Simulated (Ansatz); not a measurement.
A made-up structure of CH₄Si, singlet:

```xyz
6
angstrom
C -0.0564 -0.2648 -0.2557
Si 0.8932 -0.0585 0.8969
H -1.1987 -0.2945 0.0537
H 0.3485 -1.1022 -0.4479
H 0.0249 0.5613 -1.1000
H -0.0116 1.1587 0.8529
```

It is relaxed with PBE-D4/def2-SVP and then PBE0-D4/def2-TZVP (Ansatz 0.2.0). Atoms count as bonded within 1.22 times the sum of their covalent radii (H–H: 0.88 Å). The end point is not checked to be a true minimum.

Problem. Does its bonding change? (Judge from chemistry; the calculation decides.)

Solution. The calculation gives: No: no bond forms or breaks.

Where it ends: The first stage lowers the energy by 4.83 eV in 7 steps. It ends as CH₄Si ([CH3][SiH]):
```xyz
6
angstrom
C -0.0909 -0.3682 -0.3690
Si 0.9127 0.2191 1.1243
H -1.1548 -0.4158 -0.1040
H 0.2233 -1.3382 -0.7561
H -0.0218 0.3765 -1.1724
H 0.1315 1.5267 1.2772
```

Labels in which every atom is bracketed show which atoms are joined, not bond orders.

For scale, one of the runs: PBE0-D4/def2-TZVP relaxation, 92 basis functions, launched by `ansatz run in.yaml --threads 2 --pin off --events-out ev --progress --plain --max-ram 4352MiB`. The run took about 3.8 s on 2 CPU threads of an Intel Xeon Platinum 8488C (shared host).
